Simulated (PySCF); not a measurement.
A core-ionisation job on `C[C-](F)C#N`.

Method: delta-SCF UKS SCAN, pcX-2 on the ionised atom, pcseg-1 elsewhere, spin-free X2C (PySCF 2.14.0). Geometry: PBE0-D3(BJ)/def2-SVP. A driver script takes a list of jobs; this job's settings line and coordinates (Å) are shown.

Input:
```
{"job": {"kind": "xps"}, "charge": -1, "multiplicity": 1}
C     -0.928490    -0.104611    -0.191682
C      0.393088     0.557688    -0.005016
F      0.325980     1.468483     1.081250
C      1.556248    -0.209918    -0.015346
N      2.569576    -0.812518    -0.121018
H     -0.845567    -0.884999    -0.966674
H     -1.340818    -0.601228     0.726068
H     -1.717671     0.599398    -0.529743
```

Output:
```
ground state, core basis on atom 0 (C), 116 functions
  cycle   1  E = -270.61272687  |g| = 6.10e-01
  cycle   2  E = -270.47754496  |g| = 1.01e+00
  cycle   3  E = -270.66689029  |g| = 3.64e-01
  cycle   4  E = -270.70027940  |g| = 6.13e-02
  cycle   5  E = -270.70084273  |g| = 3.39e-02
  cycle   6  E = -270.70111760  |g| = 7.48e-03
  cycle   7  E = -270.70112836  |g| = 3.06e-03
  cycle   8  E = -270.70112942  |g| = 8.42e-04
  cycle   9  E = -270.70113127  |g| = 3.64e-04
  E(ground) = -270.70615494 Eh
hole in C 1s of atom 0
  cycle   1  E = -259.62425564  |g| = 1.50e+00
  cycle   2  E = -258.49543744  |g| = 2.04e+00
  cycle   3  E = -259.96703750  |g| = 6.70e-01
  cycle   4  E = -259.94200247  |g| = 6.97e-01
  cycle   5  E = -260.16572358  |g| = 1.92e-01
  cycle   6  E = -260.18211373  |g| = 6.07e-02
  cycle   7  E = -260.18312449  |g| = 2.34e-02
  cycle   8  E = -260.18335058  |g| = 5.35e-03
  cycle   9  E = -260.18337055  |g| = 1.32e-03
  cycle  10  E = -260.18337209  |g| = 5.60e-04
  cycle  11  E = -260.18337255  |g| = 3.00e-04
  E(ion) = -260.18738673 Eh   <S^2> = 0.7687   hole on atom = 1.000   binding energy = 286.230 eV
ground state, core basis on atom 1 (C), 116 functions
  cycle   1  E = -270.70586790  |g| = 6.00e-02
  cycle   2  E = -270.70577067  |g| = 2.99e-02
  cycle   3  E = -270.70580322  |g| = 2.85e-02
  cycle   4  E = -270.70598571  |g| = 5.94e-03
  cycle   5  E = -270.70599259  |g| = 2.27e-03
  cycle   6  E = -270.70599469  |g| = 6.26e-04
  cycle   7  E = -270.70599439  |g| = 9.15e-05
  E(ground) = -270.71112341 Eh
hole in C 1s of atom 1
  cycle   1  E = -259.63093107  |g| = 1.51e+00
  cycle   2  E = -257.66639359  |g| = 2.49e+00
  cycle   3  E = -259.76529380  |g| = 9.47e-01
  cycle   4  E = -260.01511209  |g| = 6.27e-01
  cycle   5  E = -260.18674207  |g| = 1.84e-01
  cycle   6  E = -260.20138028  |g| = 4.21e-02
  cycle   7  E = -260.20202930  |g| = 2.26e-02
  cycle   8  E = -260.20220374  |g| = 7.14e-03
  cycle   9  E = -260.20222738  |g| = 2.43e-03
  cycle  10  E = -260.20223208  |g| = 1.49e-03
  cycle  11  E = -260.20223389  |g| = 5.53e-04
  cycle  12  E = -260.20223412  |g| = 2.47e-04
  E(ion) = -260.20751254 Eh   <S^2> = 0.7708   hole on atom = 1.000   binding energy = 285.818 eV
ground state, core basis on atom 2 (F), 116 functions
  cycle   1  E = -270.74747694  |g| = 1.16e-01
  cycle   2  E = -270.74653079  |g| = 6.98e-02
  cycle   3  E = -270.74456488  |g| = 1.13e-01
  cycle   4  E = -270.74752764  |g| = 2.81e-02
  cycle   5  E = -270.74768975  |g| = 1.68e-03
  cycle   6  E = -270.74769130  |g| = 4.69e-04
  E(ground) = -270.75510620 Eh
hole in F 1s of atom 2
  cycle   1  E = -244.61602658  |g| = 2.58e+00
  cycle   2  E = -244.02160515  |g| = 2.37e+00
  cycle   3  E = -244.74080387  |g| = 1.19e+00
  cycle   4  E = -245.13336919  |g| = 8.46e-01
  cycle   5  E = -245.48551483  |g| = 2.55e-01
  cycle   6  E = -245.50677959  |g| = 1.38e-01
  cycle   7  E = -245.51686436  |g| = 1.79e-02
  cycle   8  E = -245.51700809  |g| = 7.07e-03
  cycle   9  E = -245.51704681  |g| = 2.76e-03
  cycle  10  E = -245.51706359  |g| = 1.99e-03
  cycle  11  E = -245.51707753  |g| = 1.62e-03
  cycle  12  E = -245.51710881  |g| = 9.18e-04
  cycle  13  E = -245.51711371  |g| = 3.74e-04
  E(ion) = -245.53074892 Eh   <S^2> = 0.7760   hole on atom = 1.000   binding energy = 686.390 eV
ground state, core basis on atom 3 (C), 116 functions
  cycle   1  E = -270.70578754  |g| = 6.06e-02
  cycle   2  E = -270.70554363  |g| = 4.42e-02
  cycle   3  E = -270.70552872  |g| = 4.23e-02
  cycle   4  E = -270.70580798  |g| = 1.96e-02
  cycle   5  E = -270.70589985  |g| = 9.81e-04
  cycle   6  E = -270.70590080  |g| = 3.67e-04
  E(ground) = -270.71246698 Eh
hole in C 1s of atom 3
  cycle   1  E = -259.65040308  |g| = 1.51e+00
  cycle   2  E = -258.53763843  |g| = 2.07e+00
  cycle   3  E = -260.04611787  |g| = 5.92e-01
  cycle   4  E = -260.02860356  |g| = 5.84e-01
  cycle   5  E = -260.14435847  |g| = 3.67e-01
  cycle   6  E = -260.20953571  |g| = 8.26e-02
  cycle   7  E = -260.21269330  |g| = 3.81e-02
  cycle   8  E = -260.21338822  |g| = 8.41e-03
  cycle   9  E = -260.21351039  |g| = 5.73e-03
  cycle  10  E = -260.21359909  |g| = 2.85e-03
  cycle  11  E = -260.21363054  |g| = 1.49e-03
  cycle  12  E = -260.21363281  |g| = 7.95e-04
  cycle  13  E = -260.21363358  |g| = 4.80e-04
  E(ion) = -260.21863198 Eh   <S^2> = 0.8248   hole on atom = 1.000   binding energy = 285.552 eV
ground state, core basis on atom 4 (N), 116 functions
  cycle   1  E = -270.71598296  |g| = 7.67e-02
  cycle   2  E = -270.71535700  |g| = 6.12e-02
  cycle   3  E = -270.71508011  |g| = 7.03e-02
  cycle   4  E = -270.71602604  |g| = 2.29e-02
  cycle   5  E = -270.71617041  |g| = 1.11e-03
  cycle   6  E = -270.71617088  |g| = 2.93e-04
  E(ground) = -270.71936300 Eh
hole in N 1s of atom 4
  cycle   1  E = -255.36392589  |g| = 1.85e+00
  cycle   2  E = -253.87537678  |g| = 2.41e+00
  cycle   3  E = -255.72577975  |g| = 8.49e-01
  cycle   4  E = -255.94185138  |g| = 5.08e-01
  cycle   5  E = -256.07566721  |g| = 1.54e-01
  cycle   6  E = -256.08384095  |g| = 6.90e-02
  cycle   7  E = -256.08625267  |g| = 1.05e-02
  cycle   8  E = -256.08633267  |g| = 6.52e-03
  cycle   9  E = -256.08636285  |g| = 4.71e-03
  cycle  10  E = -256.08638172  |g| = 2.28e-03
  cycle  11  E = -256.08638654  |g| = 1.28e-03
  cycle  12  E = -256.08638876  |g| = 4.97e-04
  E(ion) = -256.09042239 Eh   <S^2> = 0.7999   hole on atom = 1.000   binding energy = 398.074 eV
```

Cycles run on a coarse grid; E(ground) and E(ion) are re-evaluated on a finer one, so they differ from the last cycle. The program numbers atoms from 0.

Question: How does the 1s binding energy of C4 follow from the two total energies?

Answer: E(ion) − E(ground) = -260.21863198 − (-270.71246698) = 10.493835 Eh, times 27.211386 eV gives 285.55 eV.

Summary of the converged run: C1s of C1 286.23 eV; C1s of C2 285.82 eV; F1s of F3 686.39 eV; C1s of C4 285.55 eV; N1s of N5 398.07 eV.

Isolated species at its PBE0-D3(BJ)/def2-SVP geometry, gas phase. The geometry's basis has no diffuse functions, a weakness for an anion.

Question: How long does this job take on one thread, Arm Neoverse V1 (shared host)?

Answer: About 22 s.
Labels such as C1 count atoms from 1, the log's own numbers from 0.
